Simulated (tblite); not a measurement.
Compound: FH4PSi.
Bonds: F1–P2, P2–Si3. Hydrogens: H4 on P2; H5, H6, H7 on Si3.

A start from a force field or distance geometry was refined with GFN2-xTB geometry optimisation, gas phase in tblite 0.8.0. Values at the start:

| coordinate | start |
| --- | --- |
| F1–P2 | 1.696 Å |
| P2–Si3 | 2.180 Å |
| P2–H4 | 1.445 Å |
| Si3–H5 | 1.486 Å |
| F1–P2–Si3 | 114.7° |
| F1–P2–H4 | 113.8° |
| P2–Si3–H5 | 109.1° |
| P2–Si3–H6 | 111.9° |
| P2–Si3–H7 | 113.2° |
| Si3–P2–H4 | 113.4° |
| H5–Si3–H6 | 106.6° |
| H5–Si3–H7 | 107.6° |

Q: How do these coordinates change at the GFN2-xTB level?

A: 
```csv
coordinate,GFN2-xTB (Å or °),change
P2–Si3,2.261,+0.081
F1–P2,1.645,-0.051
P2–H4,1.402,-0.043
Si3–H5,1.463,-0.023
F1–P2–H4,93.3,-20.5
Si3–P2–H4,94.8,-18.6
F1–P2–Si3,96.9,-17.8
P2–Si3–H6,105.0,-6.9
H5–Si3–H6,111.3,+4.7
H5–Si3–H7,109.8,+2.2
P2–Si3–H5,107.3,-1.8
P2–Si3–H7,112.7,-0.5
```

The energy falls by 0.996 eV over 53 L-BFGS steps, the largest force on an atom goes from 2.74 to 0.008 eV/Å, and the atoms move by 0.322 Å rms after alignment. The bond that changes most is P2–Si3 (three-coordinate phosphorus to SiH3 silicon), which lengthens by 0.081 Å. Bonds longer at the end by more than 0.005 Å: 1 of 6; shorter: 5. Among the dihedrals that turn most is H4–P2–Si3–H7, from 91° to 46°. Rotational constants go from 18123, 3445, 3022 to 14673, 3961, 3315 MHz.

Its GFN2-xTB frequencies are all real (lowest 80 cm⁻¹).

All values are computed, not measured.
